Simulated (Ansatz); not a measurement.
CaB6-type LaB₆ was calculated with PBEsol (Ansatz, a program for electronic structure, plane waves, PAW).

Numerical settings: plane-wave cutoff 520 eV, 14×14×14 k mesh, Fermi–Dirac smearing 0.05 eV, scalar-relativistic PAW data made under PBE.

Shape and atoms are relaxed at each volume.

Pressure at four volumes; x = ln(V/10.061 Å³). One pressure is withheld.

```tsv
V (Å³/atom)	x	P (GPa)
9.658	-0.0409	7.95
10.061	0.0000	0.01
10.262	0.0198	-3.43
10.463	0.0392	?
```

**Question.** Pass a parabola P(x) through the three rows shown, estimate the bulk modulus and its pressure derivative near zero pressure, and predict the withheld pressure.

**Answer.** Slopes between the rows: (0.01 − (7.95))/(0.0000 − (-0.0409)) = -194.13 and (-3.43 − (0.01))/(0.0198 − (0.0000)) = -173.74 GPa. Their difference over the span 0.0607 is c = 20.39/0.0607 = 335.9 GPa, so P(x) = 7.95 + (-194.13)(x − (-0.0409)) + 335.9 (x − (-0.0409))(x − (0.0000)). At the middle row B = −dP/dx = −[-194.13 + 335.9 × 0.0409] = 180.4 GPa, and B′ = dB/dP = 2c/B = 3.7. At x = 0.0392 the parabola gives -6.55 GPa; the run gives -6.56 GPa. The Birch–Murnaghan fit to the energies at all volumes has B0 = 180 GPa and B′ = 3.7.

Measured, for comparison: bulk modulus 164 ± 2 GPa (room temperature, no zero-point or thermal correction, isothermal; as tabulated in LaB6 under pressure, Phys. Rev. B 80, 172104 (doi 10.1103/PhysRevB.80.172104)). Computed less measured: bulk modulus +10 %.

Spin–orbit coupling is not included.
